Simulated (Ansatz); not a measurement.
# CH4S2: small, medium and large basis sets

How large a basis does CH4S2 need? Two functionals are run in growing sets.

The runs use Ansatz 0.2.0, Gaussian basis; one geometry, several basis sets.

Levels to be run: PBE0-D4/def2-SVP; ωB97M-V/def2-SVP; PBE0-D4/def2-QZVPP; ωB97M-V/def2-QZVPP; the functionals' def2-TZVPP values are taken from earlier runs.

## (1) The relaxed structure

The geometry comes from an earlier relaxation with PBE0-D4 in a triple-zeta def2 set; it is a stationary point, not always the lowest conformer.

SMILES `CSS`, 7 atoms, charge 0, spin multiplicity 1.

Atoms are counted from 1 here; the program's logs count them from 0.

Bond lengths: C1–S2 1.802 Å, C1–H4 1.090 Å, C1–H5 1.089 Å, C1–H6 1.093 Å, S2–S3 2.037 Å, S3–H7 1.349 Å. Angles: S2–C1–H4 111.1°, S2–C1–H5 110.8°, S2–C1–H6 106.0°, H4–C1–H5 110.4°, H4–C1–H6 109.2°, H5–C1–H6 109.3°, C1–S2–S3 103.0°, S2–S3–H7 99.3°.

## (2) PBE0-D4 in def2-SVP

in.yaml reads:

```yaml
crystal:
  periodic: [false, false, false]
  atoms:
    - {symbol: C, position_ang: [-0.757666, 0.530959, -0.254501]}
    - {symbol: S, position_ang: [0.410668, 0.313395, 1.100627]}
    - {symbol: S, position_ang: [1.938925, -0.712118, 0.227847]}
    - {symbol: H, position_ang: [-1.170462, -0.425572, -0.574092]}
    - {symbol: H, position_ang: [-0.285278, 1.039323, -1.094053]}
    - {symbol: H, position_ang: [-1.562512, 1.156207, 0.139838]}
    - {symbol: H, position_ang: [1.487625, -1.970193, 0.408634]}
basis:
  gaussian: {orbitals: def2-SVP}
hamiltonian: {xc: pbe0, dispersion: d4}
output: {orbitals: {seedname: orbitals}}
```

Further steps of the session: ωB97M-V in def2-SVP; PBE0-D4 in def2-QZVPP; ωB97M-V in def2-QZVPP.

Before running them: what should the planned runs give, taken together? Wanted: PBE0-D4: double and triple zeta above quadruple; ωB97M-V: double and triple zeta above quadruple.

**Answer**, as computed:

| quantity | value |
| --- | --- |
| PBE0-D4: double and triple zeta above quadruple | 9.73, 0.74 eV |
| ωB97M-V: double and triple zeta above quadruple | 9.73, 0.71 eV |

In words: For PBE0-D4 the step from double to triple zeta gains 8.99 eV and the next only 0.74 eV. These are total energies; as a rule much of such shifts cancels in differences, which this series doesn't test. The LUMO of ωB97M-V is positive and keeps falling with the basis (2.11 to 1.30 eV): an unbound level that the basis holds in place.
